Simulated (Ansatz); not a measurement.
# C4H5F (SMILES FC1=CCC1): energies and forces away from the minimum

Aim: displace all atoms at random from the minimum and see how well density functionals give the CCSD(T) energy and forces there.

Program: Ansatz 0.2.0, Gaussian basis. Level of theory: single points with forces in def2-TZVPP. These are calculated values, not measurements.

Levels: PBE-D4, r2SCAN-D4, PBE0-D4, wB97M-V, Hartree-Fock, MP2, CCSD, CCSD(T). Each coordinate is moved by a Gaussian draw of the width named (0.7 of it for atoms other than hydrogen): 0.06, 0.06 Å.

Correlated methods freeze the cores.

9 further runs of the same task are left out: 9 set aside as unsound or not needed.

### Step 1. The system as given

The minimum, relaxed at PBE0-D4: SMILES `FC1=CCC1`, 10 atoms, charge 0, spin multiplicity 1.

Atoms are counted from 1 here; the program's logs count them from 0.

Bond lengths: F1–C2 1.323 Å, C2–C3 1.328 Å, C2–C5 1.490 Å, C3–C4 1.515 Å, C3–H6 1.080 Å, C4–C5 1.562 Å, C4–H7 1.092 Å, C4–H8 1.092 Å, C5–H9 1.092 Å, C5–H10 1.092 Å. Angles: F1–C2–C3 133.5°, F1–C2–C5 128.7°, C3–C2–C5 97.9°, C2–C3–C4 91.1°, C2–C3–H6 135.3°, C4–C3–H6 133.6°, C3–C4–C5 87.4°, C3–C4–H7 115.5°, C3–C4–H8 115.5°, C5–C4–H7 113.9°, C5–C4–H8 113.9°, H7–C4–H8 109.3°, C2–C5–C4 83.6°, C2–C5–H9 116.0°, C2–C5–H10 115.9°, C4–C5–H9 115.1°, C4–C5–H10 115.0°, H9–C5–H10 109.5°.

Geometry (Å):

```xyz
10
charge 0, multiplicity 1
F     0.2682    0.4934    2.3235
C     0.1191    0.1146    1.0643
C    -0.0271   -1.0675    0.4773
C    -0.1079   -0.4134   -0.8869
C     0.0666    0.9590   -0.1620
H    -0.0727   -2.0924    0.8161
H     0.7050   -0.6575   -1.5746
H    -1.0638   -0.5221   -1.4046
H    -0.7874    1.6356   -0.2406
H     0.9832    1.4993   -0.4097
```

Energies of the minimum (eV), from earlier single points: PBE-D4 -6939.54509, r2SCAN-D4 -6943.84382, PBE0-D4 -6939.99789, B3LYP-D4 -6947.92594, wB97M-V -6944.93221, CCSD(T) -6934.04777.

### Step 2. Structure 1, width 0.06 Å

File ccsdt-tzvpp/in.yaml:

```yaml
crystal:
  periodic: [false, false, false]
  atoms:
    - {symbol: F, position_ang: [0.284390, 0.516034, 2.338515]}
    - {symbol: C, position_ang: [0.128681, 0.164140, 1.001990]}
    - {symbol: C, position_ang: [-0.027502, -1.040996, 0.493018]}
    - {symbol: C, position_ang: [-0.136245, -0.464547, -0.922997]}
    - {symbol: C, position_ang: [0.028521, 0.995960, -0.119891]}
    - {symbol: H, position_ang: [-0.109621, -2.071001, 0.785372]}
    - {symbol: H, position_ang: [0.665103, -0.685798, -1.588427]}
    - {symbol: H, position_ang: [-1.102246, -0.481225, -1.462240]}
    - {symbol: H, position_ang: [-0.739368, 1.676839, -0.258605]}
    - {symbol: H, position_ang: [1.101375, 1.556750, -0.422181]}
basis:
  gaussian: {orbitals: def2-TZVPP}
correlation: {method: ccsd_t}
output: {forces: true}
```

The command line of these runs was not kept.

The program printed (excerpt; [...] marks lines left out):

```text
Functional definition: HF
  name "HF"
  cite "Fock, Z. Phys. 61, 126 (1930) doi:10.1007/BF01340294"
  parent pbe
[...]
1363 factors; integrals over basis functions are off by at most 1.0e-3 eV
[...]
mean field -6906.94217591 eV, -253.8254432713 hartree, gradient 1.4e-6 eV, S^2 0.000000; 0 other end points of the search recorded, 0 dependent functions left out
5 core orbitals not correlated: weight in the atoms' cores, before any rotation towards them, 1.000 or more for the frozen orbitals, at most 0.000 for the correlated occupied ones
reference -6906.94217591 eV, -253.8254432713 hartree; 14, 14 occupied and 206, 206 virtual orbitals, 1363 factors
second order -24.52742076 eV of doubles, -0.00000000 eV of singles
cycle   1  -24.55442723 eV  change   -2.7e-2 eV  update   1.1e-1
[...]
cycle  10  -25.26912941 eV  change   -3.3e-6 eV  update   6.9e-6
perturbative correction -1.09059810 eV, -0.0400787409 hartree
[...]
working
working
working
working
working
working
working
Total energy: -6933.30190343 eV, -254.7941453901 hartree
Atom 0 at     0.284390     0.516034     2.338515 Å, force    -0.106486    -0.093298    -1.667529 eV/Å
Atom 1 at     0.128681     0.164140     1.001990 Å, force     0.014936    -1.103810     4.983901 eV/Å
Atom 2 at    -0.027502    -1.040996     0.493018 Å, force    -0.485601    -1.122314    -1.448069 eV/Å
Atom 3 at    -0.136245    -0.464547    -0.922997 Å, force    -0.931242     1.954914     1.047387 eV/Å
Atom 4 at     0.028521     0.995960    -0.119891 Å, force     4.658900     0.900302    -4.135926 eV/Å
Atom 5 at    -0.109621    -2.071001     0.785372 Å, force     0.162551    -0.026424     0.487434 eV/Å
Atom 6 at     0.665103    -0.685798    -1.588427 Å, force     0.707216    -0.103525    -0.466764 eV/Å
Atom 7 at    -1.102246    -0.481225    -1.462240 Å, force     0.354703    -0.316911     0.479308 eV/Å
Atom 8 at    -0.739368     1.676839    -0.258605 Å, force    -1.631123     1.238796    -0.025005 eV/Å
Atom 9 at     1.101375     1.556750    -0.422181 Å, force    -2.743854    -1.327729     0.745262 eV/Å
Dipole moment:    -0.074341    -0.081281    -0.402970 e Å
```

It took 8.3 min on 4 threads, shared host; peak memory 4.3 GiB.

The other levels were run on the same coordinates; their logs were not kept, and their results stand in the tables.

```csv
method,RMS force component (eV/Å),RMS error against CCSD(T) (eV/Å),angle to CCSD(T) forces (°),dipole (D)
PBE-D4,1.633,0.250,7.2,1.90
r2SCAN-D4,1.645,0.212,5.9,1.98
PBE0-D4,1.726,0.236,7.7,2.03
wB97M-V,1.719,0.219,7.0,2.01
CCSD(T),1.764,reference,reference,2.01
```

### Step 3. Structure 2, width 0.06 Å

File ccsdt-tzvpp/in.yaml:

```yaml
crystal:
  periodic: [false, false, false]
  atoms:
    - {symbol: F, position_ang: [0.275679, 0.422518, 2.287320]}
    - {symbol: C, position_ang: [0.107141, 0.161342, 1.082211]}
    - {symbol: C, position_ang: [-0.011506, -1.044215, 0.421876]}
    - {symbol: C, position_ang: [-0.126152, -0.381178, -0.901445]}
    - {symbol: C, position_ang: [0.111416, 0.966603, -0.193554]}
    - {symbol: H, position_ang: [-0.028578, -2.111448, 0.729858]}
    - {symbol: H, position_ang: [0.731069, -0.696992, -1.602403]}
    - {symbol: H, position_ang: [-0.944223, -0.574782, -1.306037]}
    - {symbol: H, position_ang: [-0.848098, 1.599475, -0.170174]}
    - {symbol: H, position_ang: [1.056399, 1.521362, -0.443518]}
basis:
  gaussian: {orbitals: def2-TZVPP}
correlation: {method: ccsd_t}
output: {forces: true}
```

The program printed (excerpt; [...] marks lines left out):

```text
[... 4 set-up lines as earlier in the session ...]
[...]
1368 factors; integrals over basis functions are off by at most 1.3e-3 eV
[...]
mean field -6906.63974568 eV, -253.8143291651 hartree, gradient 3.4e-6 eV, S^2 0.000000; 0 other end points of the search recorded, 0 dependent functions left out; unrestricted orbitals would lower it
5 core orbitals not correlated: weight in the atoms' cores, before any rotation towards them, 1.000 or more for the frozen orbitals, at most 0.000 for the correlated occupied ones
reference -6906.63974568 eV, -253.8143291651 hartree; 14, 14 occupied and 206, 206 virtual orbitals, 1368 factors
second order -24.44571494 eV of doubles, -0.00000000 eV of singles
cycle   1  -24.50727040 eV  change   -6.2e-2 eV  update   1.0e-1
[...]
cycle  11  -25.19440746 eV  change    3.3e-6 eV  update   3.2e-6
[...]
Atom 0 at     0.275679     0.422518     2.287320 Å, force     0.538487     1.598302     4.279841 eV/Å
Atom 1 at     0.107141     0.161342     1.082211 Å, force     0.098850    -3.934290    -5.069122 eV/Å
Atom 2 at    -0.011506    -1.044215     0.421876 Å, force     0.187942    -0.021700     2.292696 eV/Å
Atom 3 at    -0.126152    -0.381178    -0.901445 Å, force     8.838505     0.302601     1.774950 eV/Å
Atom 4 at     0.111416     0.966603    -0.193554 Å, force    -1.523411     2.035635     0.515650 eV/Å
Atom 5 at    -0.028578    -2.111448     0.729858 Å, force    -0.098479     0.944262    -0.187432 eV/Å
Atom 6 at     0.731069    -0.696992    -1.602403 Å, force    -1.153123     0.655931     0.780136 eV/Å
Atom 7 at    -0.944223    -0.574782    -1.306037 Å, force    -7.404554    -0.978575    -3.955709 eV/Å
Atom 8 at    -0.848098     1.599475    -0.170174 Å, force     1.611107    -0.228645    -0.579775 eV/Å
Atom 9 at     1.056399     1.521362    -0.443518 Å, force    -1.095323    -0.373522     0.148764 eV/Å
Dipole moment:    -0.021589     0.006932    -0.201098 e Å
```

Wall time 11 min (4 threads, shared host); peak memory 4.3 GiB.

```csv
method,RMS force component (eV/Å),RMS error against CCSD(T) (eV/Å),angle to CCSD(T) forces (°),dipole (D)
PBE-D4,2.806,0.179,3.7,0.84
r2SCAN-D4,2.797,0.143,2.9,0.90
PBE0-D4,2.812,0.232,4.7,0.95
wB97M-V,2.838,0.199,4.0,0.94
CCSD(T),2.798,reference,reference,0.97
```

### Step 4. All structures together

Energy above the minimum (kJ/mol):

```csv
structure,width (Å),PBE-D4,r2SCAN-D4,PBE0-D4,wB97M-V,Hartree-Fock,MP2,CCSD,CCSD(T)
1,0.06,64.1,67.8,73.3,72.3,85.7,73.1,74.9,72.0
2,0.06,110.2,110.7,109.5,112.4,114.9,110.2,111.3,110.2
```

What each level costs and misses (shared host):

```csv
method,mean energy error from CCSD(T) (kJ/mol),mean time a point
PBE-D4,4.0,2 s
r2SCAN-D4,2.3,2.8 s
PBE0-D4,1.0,2.8 s
wB97M-V,1.3,6.5 s
Hartree-Fock,9.2,part of the CCSD(T) run
MP2,0.6,part of the CCSD(T) run
CCSD,2.0,part of the CCSD(T) run
CCSD(T),0,9.9 min
```

For cost: PBE0-D4 comes within 1.0 kJ/mol at 2.8 s a point, where CCSD(T) needs 9.9 min.

### Step 5. What came out

| quantity | value |
| --- | --- |
| energy above the minimum, CCSD(T) | 72.0, 110.2 kJ/mol |
| mean energy error | PBE-D4 4.0, r2SCAN-D4 2.3, PBE0-D4 1.0, wB97M-V 1.3, Hartree-Fock 9.2, MP2 0.6, CCSD 2.0 kJ/mol |
| mean RMS force error | PBE-D4 0.215, r2SCAN-D4 0.177, PBE0-D4 0.234, wB97M-V 0.209 eV/Å |
| largest T1 diagnostic | 0.012 |

What this shows: MP2 gives the best energies and Hartree-Fock the worst. For forces r2SCAN-D4 is best, off by 8 % of the typical force, and PBE0-D4 worst (10 %); with few structures and a triple-zeta reference, gaps of a few points rank nothing. The restricted Hartree–Fock reference is unstable towards an unrestricted one at one or more of these structures.
